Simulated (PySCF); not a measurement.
# CH6Si: the cost of one run

Programs: PySCF 2.14.0, with density-fitted response routines of our own. Each step states its level of theory. These are calculated values for one molecule in the gas phase, unless marked as measured. Atoms count from 0, in the outputs and in this text.

### 1 The starting structure

8 atoms, charge 0, multiplicity 1; geometry from: GFN2-xTB. The atoms were then displaced at random by about 0.01 Å, so the start is not that level's minimum.

Bonds of the start (Å): C0–Si1 1.87, C0–H2 1.11, C0–H3 1.06, C0–H4 1.11, Si1–H5 1.47, Si1–H6 1.47, Si1–H7 1.47.

### 2 Optimising the geometry at PBE0-D3(BJ)/def2-SVP

The job: settings as JSON, then the geometry in Å.

```
{"job": {"xc": "PBE0", "basis": "def2-SVP", "d3": "d3bj", "grid": 1, "shake": 0.01, "kind": "geom"}, "charge": 0, "multiplicity": 1}
C     -0.954740    -0.140540     0.020190
Si     0.901140     0.103810    -0.023190
H     -1.459340     0.559510     0.720020
H     -1.214380    -1.125660     0.296790
H     -1.417750     0.075620    -0.968610
H      1.223810     1.487580    -0.415280
H      1.503220    -0.825460    -0.986890
H      1.473170    -0.153990     1.304500
```

Command:

```
> OMP_NUM_THREADS=1 python probes_run.py task.json out
```

One launch serves the whole session: the jobs run in the order shown.

Q: Estimate the wall time and peak memory of this first job on 1 thread of Arm Neoverse N1, shared host.

About 15 s, with a peak of 0.29 GiB.
